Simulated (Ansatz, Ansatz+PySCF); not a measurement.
```xyz
6

C     0.0000    0.0000   -0.7185
C     0.0000    0.0000    0.7185
H     0.0000   -1.0056   -1.3395
H     0.0000    1.0056   -1.3395
H     0.0000   -1.0056    1.3395
H     0.0000    1.0056    1.3395
```

RHF-MP2 on singlet C2H4 was run in several spherical basis sets with Ansatz (development build ahead of 0.2.0). Frozen core: 2 orbitals. Caution for RHF-MP2: no unrestricted run beside it, a lower state can exist.

Problem. Rank the basis sets by the total energy that they give, lowest first, with the distance from the lowest.
A. cc-pVTZ
B. def2-SVP
C. cc-pVDZ
D. def2-TZVP
E. 6-31G(d)

Solution. A (0.00 eV), D (0.26 eV), C (2.07 eV), E (3.12 eV), B (3.84 eV).

Totals follow the description of the cores as much as that of the bonds, so this order isn't one of quality for chemistry.
